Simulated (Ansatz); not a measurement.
**Scan of [BH2···H···CH2], triplet**

Starting geometry:

```xyz
7

B    -1.5182    0.0000    0.0000
H    -2.1149    1.0336    0.0000
H    -2.1149   -1.0336    0.0000
H    -0.3247    0.0000    0.0000
C     1.4378    0.0000    0.0000
H     1.8523    0.0000    0.9962
H     1.8523    0.0000   -0.9962
```

From there H4 is moved from one fragment to the other while all else, the fragments' distance too, stays fixed, so the hump isn't the reaction's barrier; atoms are numbered as listed. Energies are in kcal/mol, counted from the starting geometry at the same level.

Basis cc-pVDZ; Ansatz 0.2.0. Correlated methods freeze the noble-gas cores. R marks a restricted (for open shells ROHF) determinant, U an unrestricted one.

For open shells CISD is restricted-active-space CI with the open shells as a complete middle space.

Full CI isn't at hand for all of this; UCCSDT(Q) serves as the reference, and is uncertain by about the last step of the cluster series. The frozen core follows each run's orbitals, which can shift R against U totals by a few meV.

```tsv
distance B1-H4 (Å)	UCCSDT(Q)	error UMP2	error CISD	error UCCSD(T)	error BCCD(T)	error RCCSDT	error RCCSDT(Q)
1.110	2.5	-0.3	-0.5	0.0	0.0	0.0	0.0
1.194	0.0	0.0	0.0	0.0	0.0	0.0	0.0
1.290	1.4	0.5	0.8	0.1	0.0	0.0	0.0
1.386	4.3	1.1	1.8	0.1	0.1	0.0	0.0
1.482	6.5	1.6	2.7	0.2	0.2	0.1	0.0
1.578	6.2	1.6	2.7	0.2	0.2	0.1	0.0
1.674	3.4	0.9	2.3	0.1	0.1	0.1	0.0
1.770	-0.1	0.1	1.5	0.1	0.1	0.0	0.0
1.866	-1.3	-0.5	0.8	0.0	0.0	0.0	0.0
```

Errors are those of relative energies. In total energy the starting point itself misses UCCSDT(Q) by: UMP2 30.8, CISD 14.2, UCCSD(T) 0.6, BCCD(T) 0.6, RCCSDT 0.1, RCCSDT(Q) 0.0 kcal/mol.

Spread of the error over the points with a reference, to 1.866 Å (largest less smallest): RCCSDT(Q) 0.0, RCCSDT 0.1, BCCD(T) 0.2, UCCSD(T) 0.2, UMP2 2.1, CISD 3.2 kcal/mol.
